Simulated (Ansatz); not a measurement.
Mulliken charges of C$_{2}$H$_{3}$ClO$_{2}$S (`OC(O)(Cl)C=S`) from PBE/def2-TZVPP in Ansatz (PBE0-D4/def2-TZVP geometry).

| atom | x (Å) | y (Å) | z (Å) | charge (e) |
| --- | --- | --- | --- | --- |
| O1 | 1.127 | -0.991 | -0.514 | -0.227 |
| C2 | -0.006 | -0.344 | -0.150 | 0.285 |
| O3 | -0.613 | -0.925 | 0.900 | -0.233 |
| Cl4 | -1.186 | -0.307 | -1.617 | -0.176 |
| C5 | 0.269 | 1.129 | -0.004 | -0.022 |
| S6 | -0.360 | 2.011 | 1.177 | -0.155 |
| H7 | 0.966 | -1.940 | -0.450 | 0.211 |
| H8 | -1.031 | -0.210 | 1.418 | 0.187 |
| H9 | 0.922 | 1.531 | -0.776 | 0.130 |

By hand: the dipole of these point charges (1 e Å = 4.8032 D).

Σ q r = (0.275, -0.190, 0.036) e Å, of length 0.336 e Å = 1.61 D.

How does the dipole of the full density compare? (Estimate.)

Computed: (0.179, -0.107, 0.132) e Å, 1.19 D; the point charges give 1.35 times that, at 26° from its direction.

Point charges leave out the atoms' own dipoles, such as those of lone pairs, and Mulliken's split depends on the basis, so the two needn't agree.
